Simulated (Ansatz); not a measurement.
Reaction: C5H6 (SMILES C#CC(=C)C) → C2H (SMILES [C]#C, doublet) + C3H5 (SMILES [C](=C)C, doublet) (the C-C bond breaks)
Each species at its own B3LYP-D3(BJ)/def2-TZVP minimum (Ansatz, a first-principles code).

Property: bond dissociation energy (electronic), in kcal/mol. UHF or UKS for unpaired electrons; spin-orbit terms are left out. CBS(X,Y): correlation extrapolated as X^-3, Hartree-Fock from the larger set. A bracket is a step between two methods taken in the basis named. The functionals are non-relativistic, so their misses hold any scalar relativity. 'core' is core correlation in cc-pwCVTZ, 'X2C' scalar relativity in cc-pVTZ-DK, both at CCSD(T). The restricted determinant of C5H6 (C#CC(=C)C, singlet) is unstable towards broken spin symmetry in at least one set run. The UHF reference of C2H ([C]#C, doublet) is spin-contaminated (<S^2> up to 0.36 over the pure value in the sets run). The UHF reference of C3H5 (C=[C]C, doublet) is spin-contaminated (<S^2> up to 0.16 over the pure value in the sets run).

CCSD(T)/CBS(cc-pVTZ,cc-pVQZ) + [CCSDT(Q) - CCSD(T)]/cc-pVDZ + core + X2C (Ansatz) gives 139.9 kcal/mol.

Q: How far off this value is PBE/def2-TZVPD (Ansatz), in which direction, and how far these levels: r2SCAN/def2-TZVPD, B3LYP/def2-TZVPD, PBE0/def2-TZVPD, wB97M-V/def2-TZVPD, CCSD(T)/CBS(cc-pVTZ,cc-pVQZ) + core + X2C?

A: PBE gives 138.9 kcal/mol, 1.0 kcal/mol below it. Differences of the others: r2SCAN/def2-TZVPD (Ansatz) -6.2; B3LYP/def2-TZVPD (Ansatz) -4.2; PBE0/def2-TZVPD (Ansatz) -1.5; wB97M-V/def2-TZVPD (Ansatz) 2.7; CCSD(T)/CBS(cc-pVTZ,cc-pVQZ) + core + X2C (Ansatz) 1.1 kcal/mol.
